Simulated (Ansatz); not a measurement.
System: methylsilane, CH$_{6}$Si (charge 0, singlet). SMILES: C[SiH3]
Geometry from a B3LYP-D3(BJ)/def2-TZVP (Ansatz, an electronic-structure program) optimisation:
```xyz
8

C      0.0034    -0.0064    -1.2421
Si    -0.0017     0.0033     0.6340
H      0.0118    -1.0282    -1.6256
H     -0.8824     0.4951    -1.6359
H      0.8840     0.5079    -1.6311
H     -0.0132     1.3943     1.1492
H     -1.2005    -0.6969     1.1567
H      1.2042    -0.6795     1.1632
```
Charge 0, spin multiplicity 1.

Problem. Give the harmonic wavenumbers at B3LYP-D3(BJ)/def2-TZVP (Ansatz, finite differences of forces, unscaled).

Solution. 198, 523, 523, 696, 888, 888, 950, 964, 964, 1294, 1464, 1464, 2222, 2222, 2223, 3035, 3107, 3107 cm⁻¹. Zero-point energy 38.2 kcal/mol.

Problem. From these and the geometry, give the ideal-gas thermochemistry at 298.15 K and 1 atm (rigid rotor, harmonic oscillator).

Solution. Point group C3v, rotational symmetry number 3. Rotational constants 56.31, 10.9, 10.9 GHz. S(trans) 37.41, S(rot) 19.22, S(vib) 4.35, S(elec, spin only) 0.00, S 61.0 cal/(mol K). H(298) - H(0) 3.22 kcal/mol; G - E(el) 23.3 kcal/mol. Tabulated S at 1 bar: 61.3 cal/(mol K) (CRC Handbook, as tabulated in the package chemicals); it can hold hindered rotation or other conformers, which this model lacks.
